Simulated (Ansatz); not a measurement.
Process, species as SMILES: C=C=O + C (CH4) → C=C (C2H4) [ethene] + O=C (CH2O)

Quantity: bond separation energy (electronic), in kcal/mol. Terms: 6-311+G** with 5d; valence correlation only; dispersion terms only where a functional's name holds one; spin-orbit terms left out; LANL2DZ all-electron up to Ne; six Cartesian d functions in 6-31G* and its kin unless marked 5d; non-relativistic. CBS(X,Y): correlation extrapolated as X^-3; Hartree-Fock from the larger set. First-principles rows: single points at B3LYP-D3(BJ) geometries (Ansatz, a program for electronic structure).

Coupled cluster (Ansatz) is a level with limits of its own, used here on species with T1 under 0.025 (0.045 for open shells) and stable references: CCSD(T)/CBS(cc-pVTZ,cc-pVQZ).

Value to compare with, CCSD(T)/CBS(cc-pVTZ,cc-pVQZ) (Ansatz): 15.2 kcal/mol.

| level | program | bond separation energy (electronic) (kcal/mol) | difference |
|---|---|---|---|
| B3LYP/STO-3G | Ansatz | 20.1 | 4.9 |
| B3LYP/3-21G | Ansatz | 24.1 | 8.9 |
| B3LYP/LANL2DZ | Ansatz | 16.4 | 1.2 |
| B3LYP/6-31G | Ansatz | 16.0 | 0.8 |
| B3LYP/6-31G* | Ansatz | 18.0 | 2.8 |
| B3LYP/6-31+G* | Ansatz | 16.1 | 0.9 |
| B3LYP/6-31G** | Ansatz | 18.1 | 2.9 |
| B3LYP/def2-SVP | Ansatz | 18.3 | 3.1 |
| B3LYP/cc-pVDZ | Ansatz | 18.4 | 3.2 |
| B3LYP/6-311+G** | Ansatz | 17.7 | 2.5 |
| B3LYP/def2-TZVPD | Ansatz | 17.8 | 2.6 |

Among the 10 habitual levels, B3LYP/3-21G lies farthest from CCSD(T)/CBS(cc-pVTZ,cc-pVQZ) (Ansatz) (8.9 kcal/mol); 10 of 10 lie above it, and their mean absolute difference is 3.1 kcal/mol, the median 2.8. One case shows no general order.

The sets are all those run for this method; runs whose electronic state is in doubt are left out.
